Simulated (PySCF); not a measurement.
Compound: 5-methyl-1,3-cyclopentadiene, C₆H₈.
SMILES with atom numbers: `[CH3:1][CH:2]1[CH:3]=[CH:4][CH:5]=[CH:6]1` (hydrogens: H7, H8, H9 on C1; H10 on C2; H11 on C3; H12 on C4; H13 on C5; H14 on C6)

Method: core-valence-separated Tamm–Dancoff BHandHLYP/aug-pcX-1 (pcseg-1 on H) in PySCF, non-relativistic, gas phase, PBE0-D3(BJ)/def2-SVP geometry. Absolute energies from this functional tend to lie a few eV below measured edges; no shift was applied.

Problem. What does the C 1s absorption edge look like?

Solution. 
```csv
E (eV),f,core hole on,main final orbital
282.36,0.1115,C3/C6,"LUMO (2 roots, f summed)"
282.82,0.1069,C4/C5,"LUMO (2 roots, f summed)"
284.72,0.0001,C2,LUMO (87 %)
285.11,0.0011,C1,LUMO (95 %)
285.73,0.0238,C1,LUMO+2 (47 %)
285.76,0.0294,C3/C6,"LUMO+1 (2 roots, f summed)"
285.85,0.0352,C4/C5,"LUMO+1 (2 roots, f summed)"
286.02,0.0222,C2,LUMO+4 (34 %)
286.19,0.0299,C4/C5,"spread (2 roots, f summed)"
286.20,0.0305,C1,LUMO+3 (31 %)
286.32,0.0266,C1,LUMO+4 (49 %)
286.83,0.0017,C3/C6,"LUMO+2 (2 roots, f summed)"
286.89,0.0036,C1,spread
286.92,0.0039,C3/C6,"spread (2 roots, f summed)"
287.04,0.0011,C4/C5,"LUMO+2/LUMO+3 (2 roots, f summed)"
287.08,0.0060,C3/C6,"spread (2 roots, f summed)"
287.11,0.0033,C4/C5,"LUMO+1 (2 roots, f summed)"
```

The first line with a tenth or more of the strongest one's intensity is at 282.36 eV (f = 0.112, sum of 2), with the hole on C3/C6 (alkene CH carbon). It is also the strongest listed.

Roots within 0.03 eV whose holes lie on the same, on equivalent or on shared atoms are summed into one line, and the highest roots are left out, as the search may have cut off their partners. Final orbitals are the ground state's empty Kohn–Sham orbitals.

Problem. What are the wavelength and the wavenumber of the 282.36 eV line?

Solution. λ = 12398.42 eV Å/282.36 eV = 43.910 Å; 2.2774 × 10⁶ cm⁻¹.

Only the lowest roots of each edge were sought.
